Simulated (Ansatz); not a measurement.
The input, for Ansatz 0.2.0:

```yaml
crystal:
  periodic: [false, false, false]
  atoms:
    - {symbol: Ge, position_ang: [-0.015433, -0.009008, 2.126732]}
    - {symbol: P, position_ang: [-0.016266, -0.025151, -0.065960]}
    - {symbol: P, position_ang: [0.031698, 0.034159, -2.060772]}
basis:
  gaussian: {orbitals: cc-pVDZ}
magnetization: {spin_polarized: true, initial_magnetization: 2}
hamiltonian: {xc: {name: r2SCAN}}
output: {forces: true}
```

```sh
$ ansatz run in.yaml --threads 1 --pin off --events-out ev --progress --plain --max-ram 2393MiB
```

Log:

```
715 factors; integrals over basis functions are off by at most 8.0e-4 eV
mean field evaluation 1: about -75090.4262 eV, gradient 1.3e1 eV
mean field evaluation 2: about -75067.9398 eV, gradient 5.0e1 eV
mean field evaluation 4: about -75091.3459 eV, gradient 8.0e0 eV
mean field evaluation 8: about -75091.8988 eV, gradient 1.9e-1 eV
mean field evaluation 16: about -75091.8996 eV, gradient 1.2e-4 eV
mean field -75091.89957407 eV, -2759.5764102296 hartree, gradient 3.2e-5 eV, S^2 2.077887; 0 other end points of the search recorded, 0 dependent functions left out
the calculation of the forces begins
reference -75091.89958354 eV, -2759.5764105773 hartree; 32, 30 occupied and 31, 33 virtual orbitals, 715 factors
Total energy: -75091.89958354 eV, -2759.5764105773 hartree
Atom 0 at    -0.015433    -0.009008     2.126732 Å, force    -0.004833    -0.007307     0.004841 eV/Å
Atom 1 at    -0.016266    -0.025151    -0.065960 Å, force     0.017877     0.024937    -0.326290 eV/Å
Atom 2 at     0.031698     0.034159    -2.060772 Å, force    -0.013044    -0.017630     0.321448 eV/Å
Dipole moment:     0.001496     0.003597     0.195203 e Å
```

Forces (eV/Å):
```
Ge  -0.005 -0.007  0.005
P    0.018  0.025 -0.326
P   -0.013 -0.018  0.321
```

Ran on 1 thread of Arm Neoverse V1, shared host: 8.5 s wall, 0.22 GiB peak host memory.
